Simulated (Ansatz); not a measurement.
## Other spins and charges of Cl–Al–PH, singlet at one geometry

Geometry (PBE0/def2-TZVP stationary point for this spin, not checked as a minimum):

```xyz
4

Cl    0.0000   -0.3034    2.5579
Al    0.0000   -0.3527    0.4810
P     0.0000   -0.3809   -1.6550
H     0.0000    1.0370   -1.3840
```

Basis cc-pVDZ; Ansatz 0.2.0. Only valence electrons are correlated (noble-gas cores frozen). R marks a restricted (for open shells ROHF) determinant, U an unrestricted one.

Gaps are energies of the second state less the first, at fixed atoms, for a selection of the levels run; each method lands on the state that its own search finds for that charge and spin.

Removing an electron, to the doublet: 7.905 eV at UCCSDT(Q).

| level | gap (eV) | error (meV) |
| --- | --- | --- |
| UHF | 6.958 | -947 |
| CISD | 7.630 | -275 |
| RCCSD | 7.827 | -78 |
| RCCSD(T) | 7.897 | -8 |
| UCCSD(T) | 7.898 | -7 |
| PBE | 8.162 | 257 |
| r2SCAN | 8.157 | 252 |
| PBE0 | 8.132 | 227 |
| CAM-B3LYP | 8.054 | 149 |
| B2PLYP | 8.009 | 104 |

In so small a basis the reference is far from its limit while semilocal and hybrid functionals are nearer theirs (RPA and double hybrids share part of the reference's basis error), so the functionals' errors here hold much of the reference's basis and frozen-core error, which can add to them or hide them.

Full CI isn't at hand for all of this; UCCSDT(Q) serves as the reference, and is uncertain by the last step of the cluster series or more. The frozen core follows each run's orbitals, which can shift R against U totals by a few meV.
